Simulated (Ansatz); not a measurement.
C4H4N2 can be A, `N#CCCC#N`, or B, `c1cnccn1`.

Isolated molecules relaxed with PBE0-D4/def2-TZVP in Ansatz; ΔE leaves out vibrations. CBS: MP2 limit from def2 TZ/QZ plus the TZ coupled-cluster correction, frozen cores. Functionals use def2-TZVPP. B3LYP here is the variant with VWN-RPA as its local correlation; programs differ in this. Each species was taken in one conformer, which may not be the lowest.

A:

```xyz
10

N     2.652    1.313   -0.057
C     1.641    0.864    0.254
C     0.356    0.289    0.615
C    -0.356   -0.289   -0.615
C    -1.641   -0.864   -0.254
N    -2.652   -1.312    0.056
H     0.516   -0.492    1.363
H    -0.260    1.062    1.082
H     0.260   -1.062   -1.081
H    -0.515    0.492   -1.363
```

B:

Z-matrix (Å, degrees):
```
C
N 1 1.327
C 1 1.388 2 122.0
H 1 1.086 2 117.2 3 -180.0
C 2 1.327 1 116.1 3 -0.0
N 3 1.327 1 122.0 2 0.0
H 3 1.086 1 120.8 2 -180.0
C 5 1.388 2 122.0 1 0.0
H 5 1.086 2 117.2 1 -180.0
H 8 1.086 5 120.8 2 180.0
```

Q: Which isomer does CCSD(T)/CBS put lower? Give the gap. (Estimate.)

A: Ansatz gave: B, by 2.6 kcal/mol.

Q: Give E(B) − E(A) in kcal/mol with LDA (SPW92), BLYP-D4, B3LYP-D4, r2SCAN-D4, HF/def2-TZVPP, PBE0-D4, MP2/def2-TZVPP. (Estimate.)

A: Ansatz gave: LDA (SPW92) -25.8, BLYP-D4 -7.9, B3LYP-D4 -8.9, r2SCAN-D4 -12.3, HF/def2-TZVPP 4.9, PBE0-D4 -14.0, MP2/def2-TZVPP -1.7. The order is the other way round with HF/def2-TZVPP.

Q: Does the order hold for the free energy at 298.15 K (harmonic terms from PBE0-D4)? (Estimate.)

A: The calculation gave: No: G(B) − G(A) = +1.6 kcal/mol, for one conformer each.

Largest T1 diagnostic: 0.013.

Leaving LDA and LC-ωPBE aside and taking each functional with its dispersion term where it has one, the values, not all of them listed here, spread over 11.0 kcal/mol, from HSE06-D4 to B2PLYP. LDA lies −13.3 kcal/mol from PBE without D4. The D4 term adds −2.2 kcal/mol with B3LYP and −1.0 kcal/mol with PBE0; it sums over pairs of atoms, weighted by their polarisabilities, and B3LYP, whose exchange is more repulsive, gets the larger term.
